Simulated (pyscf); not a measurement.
H₂N–Si:–NH₂ (SMILES N[Si]N) [singlet] → HN=Si: (SMILES N=[Si]) [singlet] + NH₃ (SMILES N), an elimination (singlet surface; H–N, N–Si broken, H–N formed). Structures and frequencies: ωB97X-D3(BJ)/def2-SVP in PySCF. MP2 and CC: frozen core, UHF for open shells. ΔMP2 is the change of the MP2 total energy from the triple- to the quadruple-zeta basis. Energies in eV from the reactant's lowest minimum found.

Small-basis levels: PySCF, no dispersion term, spherical d functions. AM1 to PM7: differences of heats of formation from MOPAC. 

| level | barrier | reaction energy |
|---|---|---|
| SVWN5/6-31G* | 1.46 | +2.05 |
| B3LYP/LANL2DZ | 1.94 | +1.84 |
| B3LYP/6-31G* | 1.87 | +1.58 |
| M06-2X/6-31G* | ___ | +1.78 |
| B3LYP/6-311+G** | ___ | +1.54 |
| B3LYP/def2-SVP | 1.82 | +1.66 |
| PM7 | 2.64 | +1.87 |
| CCSD(T)/def2-TZVPP + ΔMP2(QZVPP) | ___ | +1.61 |

### Question
Fill in the missing entries.

### Answer

- M06-2X/6-31G*, barrier: 1.93
- B3LYP/6-311+G**, barrier: 1.96
- CCSD(T)/def2-TZVPP + ΔMP2(QZVPP), barrier: 1.98

Against the last row the barrier runs from -0.53 (SVWN5/6-31G*) to +0.66 eV (PM7). At SVWN5/6-31G* this geometry lies under one side, so the entry may be no barrier of that level: it is a single point on another level's saddle. CCSD(T)/def2-TZVPP + ΔMP2(QZVPP) has limits of its own. On the product side the descent ends in an adduct with a N–Si contact, 0.25 eV under the separated species and 0.44 eV under the saddle at ωB97X-D3(BJ)/def2-TZVP. What is counted as broken (N–Si) persists as a longer contact in the product adduct; parting that adduct is a step of its own. At ωB97X-D3(BJ) the barrier from the zero used here is 2.08 eV. One saddle was located; it need not be the lowest between these sides. The CCSD(T) − MP2 part came from Ansatz, without density fitting, on the same reference.
